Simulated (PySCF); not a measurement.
Name the molecule from its bond curve

A diatomic of charge +1 contains C. Its triplet curve at PBE0 in a triple-zeta basis (no relativity, PySCF), in eV from the separated fragments:

(R (Å), E (eV)): (1.056, -3.586), (1.105, -4.547), (1.154, -5.083), (1.191, -5.274), (1.228, -5.326), (1.265, -5.270), (1.314, -5.070), (1.375, -4.688), (1.449, -4.126), (1.547, -3.384)

The fit gives ωe = 1841 cm⁻¹ and the rotational constant Bₑ = 1.736 cm⁻¹.

Problem. Which atom is the partner?

Solution. The minimum lies at 1.226 Å, so the reduced mass is 16.8576 u Å² cm⁻¹/(Bₑ·Re²) = 6.460 u. With C at 12.00 u the partner weighs about 14.0 u: N. The molecule is CN⁺.

The state is the lowest determinant that a PBE0 search found; another state may lie lower at other levels.
